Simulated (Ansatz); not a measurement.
```yaml
crystal:
  periodic: [false, false, false]
  atoms:
    - {symbol: Cl, position_ang: [-1.699857, -0.344874, -0.003351]}
    - {symbol: Si, position_ang: [-0.006543, 0.828221, 0.006928]}
    - {symbol: S, position_ang: [1.885195, -0.344118, -0.002364]}
basis:
  gaussian: {orbitals: def2-TZVP}
magnetization: {spin_polarized: true, initial_magnetization: 3}
hamiltonian: {xc: pbe0}
relax: {f_tol: 0.004, max_steps: 80}
```

```sh
$ ansatz run in.yaml --threads 1 --pin off --events-out ev --progress --plain --max-ram 2176MiB
```

Steps of the relaxation (energy above the last step; positions in Å, forces in eV/Å):

```
3
step 1, 31.7 meV
Cl   -1.700   -0.345   -0.003   -0.038    0.162    0.001
Si   -0.007    0.828    0.007    0.421   -0.569   -0.005
S     1.885   -0.344   -0.002   -0.383    0.406    0.003
```

```
3
step 2, 2.9 meV
Cl   -1.748   -0.315   -0.003    0.057    0.046    0.000
Si    0.006    0.764    0.006    0.157   -0.175   -0.001
S     1.921   -0.309   -0.002   -0.214    0.130    0.001
```

```
3
step 3, 0.1 meV
Cl   -1.744   -0.312   -0.003   -0.005   -0.003    0.000
Si    0.014    0.754    0.006   -0.031    0.023    0.000
S     1.909   -0.303   -0.002    0.036   -0.020    0.000
```

```
3
step 4, 0.0 meV
Cl   -1.745   -0.312   -0.003    0.001    0.001    0.000
Si    0.012    0.755    0.006    0.000   -0.001    0.000
S     1.911   -0.304   -0.002   -0.001    0.001    0.000
```

Close pairs at the end: Cl1–Si2 2.056 Å, Si2–S3 2.174 Å.

A stationary point of unrestricted PBE0 after 4 steps, with ⟨S²⟩ = 3.759 against 3.75 for a pure state; no frequencies were run, so it isn't proven a minimum. 63 s on 1 thread of Arm Neoverse V1, shared host.
